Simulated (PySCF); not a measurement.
Gas-phase reaction: 2 H₃SiOCH₃ ⇌ SiO₂ + SiH₄ + H₂ + C₂H₆

Method: PySCF energies (xtb for GFN2) plus ideal-gas RRHO corrections (1 bar). † marks an energy on the PBE0/def2-TZVP geometry and frequencies; other levels use their own. MP2 and CCSD(T) freeze the core. All species are closed-shell singlets. B3LYP is the form with VWN-RPA correlation. MP2 isn't extrapolated to the basis-set limit; its ΔH°(298 K) is 161.3 kJ in def2-SVP and 144.1 kJ in def2-TZVPP. CCSD(T) isn't extrapolated to the basis-set limit; its ΔH°(298 K) is 184.6 kJ in def2-SVP and 169.2 kJ in def2-TZVPP. The harmonic model lacks anharmonicity and excited electronic states, which grow with temperature; levels with a mode under 35 cm⁻¹ are left out. Internal rotation in H₃SiOCH₃, C₂H₆ is treated as a harmonic vibration of one conformer, which makes the entropy rough. Warning, large T1 diagnostic: SiO₂ (CCSD(T)/def2-TZVPP†).

```csv
level,"ΔE electronic, kJ","ΔH°(298 K), kJ","ΔS°(298 K), J/K","ΔG°(2000 K), kJ"
B3LYP/def2-TZVP†,178,158,197,-227
CCSD(T)/def2-TZVPP†,190,169,197,-216
GFN2-xTB,77,63,198,-310
MP2/def2-SVP†,182,161,197,-224
PBE/def2-SVP,194,175,201,-217
PBE/def2-TZVP†,158,138,197,-248
PBE0/def2-SVP†,246,225,197,-160
PBE0/def2-TZVP,210,189,197,-196
ωB97M-V/def2-TZVP†,205,185,197,-201
```
ΔH° is lowest at GFN2-xTB and highest at PBE0/def2-SVP†. No reference value is set beside these.
